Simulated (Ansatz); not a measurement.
Reaction (SMILES): CO (CH3-OH) + [H][H] (H2) → C (CH4) + O (H2O)
B3LYP-D3(BJ)/def2-TZVP geometries, fixed; electronic energies without zero-point terms.

Basis-set convergence of the energy of full hydrogenation at PBE with Ansatz (a quantum-chemistry and plane-wave program). Cartesian d functions, on some or all atoms, in 6-31G*; all else is spherical. The program fits the integrals of some runs and decomposes those of others, by size. No added dispersion term, no relativity. Functions are those of the species that has most. Reference: the value in aug-pcseg-3, -29.65 kcal/mol, itself unsure by roughly 0.11 kcal/mol (its mean distance from aug-cc-pVQZ, cc-pV5Z, def2-QZVPPD).

```csv
basis,functions,energy of full hydrogenation (kcal/mol)
STO-3G,14,[?]
6-31G,26,[?]
def2-SV(P),36,[?]
6-31G*,38,[?]
aug-pcseg-1,82,-28.55
def2-TZVP,86,-27.79
"6-311++G(3df,3pd)",150,-29.39
aug-cc-pVQZ,344,-29.61
cc-pV5Z,402,-29.40
```

Problem. Some entries are withheld; supply them.

Solution. 
- STO-3G, energy of full hydrogenation (kcal/mol): -8.14
- 6-31G, energy of full hydrogenation (kcal/mol): -25.30
- def2-SV(P), energy of full hydrogenation (kcal/mol): -18.09
- 6-31G*, energy of full hydrogenation (kcal/mol): -22.56
